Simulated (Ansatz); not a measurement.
# C4H5N: basis-set convergence

One table from this session's results is given with a row withheld; the runs are named, their logs left out.

The runs use Ansatz 0.2.0, Gaussian basis; one geometry, several basis sets.

The runs, in order: PBE0-D4/def2-SVP; ωB97M-V/def2-SVP; PBE0-D4/def2-QZVPP; ωB97M-V/def2-QZVPP; the functionals' def2-TZVPP values are taken from earlier runs.

## The geometry

An earlier PBE0-D4 in a triple-zeta def2 set relaxation fixed the geometry.

SMILES `C=CN1C=C1`, 10 atoms, charge 0, spin multiplicity 1.

Atoms are counted from 1 here; the program's logs count them from 0.

Bond lengths: C1–C2 1.326 Å, C1–H6 1.082 Å, C1–H7 1.085 Å, C2–N3 1.414 Å, C2–H8 1.087 Å, N3–C4 1.489 Å, N3–C5 1.491 Å, C4–C5 1.272 Å, C4–H9 1.074 Å, C5–H10 1.074 Å. Angles: C2–C1–H6 121.1°, C2–C1–H7 121.5°, H6–C1–H7 117.4°, C1–C2–N3 125.8°, C1–C2–H8 121.3°, N3–C2–H8 112.7°, C2–N3–C4 116.6°, C2–N3–C5 115.7°, C4–N3–C5 50.6°, N3–C4–C5 64.8°, N3–C4–H9 137.8°, C5–C4–H9 157.1°, N3–C5–C4 64.6°, N3–C5–H10 138.7°, C4–C5–H10 156.2°.

Coordinates:

```xyz
10
C4H5N
C    -1.2845   -0.1017   -0.9324
C    -0.3340   -0.8640   -0.4082
N     0.9613   -0.4348   -0.0392
C     1.1119    0.1303    1.3299
C     1.0721    0.9884    0.3913
H    -2.2194   -0.5286   -1.2708
H    -1.1528    0.9692   -1.0496
H    -0.4681   -1.9370   -0.2958
H     1.2406   -0.2347    2.3322
H     1.1559    1.9618   -0.0544
```

The first run:

Input file in.yaml:

```yaml
crystal:
  periodic: [false, false, false]
  atoms:
    - {symbol: C, position_ang: [-1.284472, -0.101687, -0.932419]}
    - {symbol: C, position_ang: [-0.334025, -0.863990, -0.408194]}
    - {symbol: N, position_ang: [0.961304, -0.434826, -0.039235]}
    - {symbol: C, position_ang: [1.111943, 0.130331, 1.329885]}
    - {symbol: C, position_ang: [1.072142, 0.988386, 0.391251]}
    - {symbol: H, position_ang: [-2.219425, -0.528639, -1.270815]}
    - {symbol: H, position_ang: [-1.152758, 0.969153, -1.049611]}
    - {symbol: H, position_ang: [-0.468099, -1.936998, -0.295845]}
    - {symbol: H, position_ang: [1.240607, -0.234664, 2.332172]}
    - {symbol: H, position_ang: [1.155882, 1.961833, -0.054388]}
basis:
  gaussian: {orbitals: def2-SVP}
hamiltonian: {xc: pbe0, dispersion: d4}
output: {orbitals: {seedname: orbitals}}
```

On the command line:

```console
$ ansatz run in.yaml --threads 2 --pin off --events-out ev --progress --plain --max-ram 4352MiB
```

Steps of the session up to this table: PBE0-D4 in def2-SVP; ωB97M-V in def2-SVP; PBE0-D4 in def2-QZVPP; ωB97M-V in def2-QZVPP.

One of the session's tables, all rows but one given; the rest of the session is left out.

It belongs to the step «Density functionals: the series». 

| functional | basis | HOMO (eV) | LUMO (eV) |
| --- | --- | --- | --- |
| PBE0-D4 | def2-SVP | -5.90 | -0.28 |
| PBE0-D4 | def2-TZVPP | ? | ? |
| PBE0-D4 | def2-QZVPP | -6.11 | -0.54 |
| ωB97M-V | def2-SVP | -8.15 | 2.00 |
| ωB97M-V | def2-TZVPP | -8.33 | 1.69 |
| ωB97M-V | def2-QZVPP | -8.36 | 1.53 |

Estimate the missing values for PBE0-D4, def2-TZVPP.

**Answer.** HOMO (eV): -6.07; LUMO (eV): -0.46. In the column «HOMO (eV)» it lies between PBE0-D4, def2-QZVPP (-6.11) and PBE0-D4, def2-SVP (-5.90).
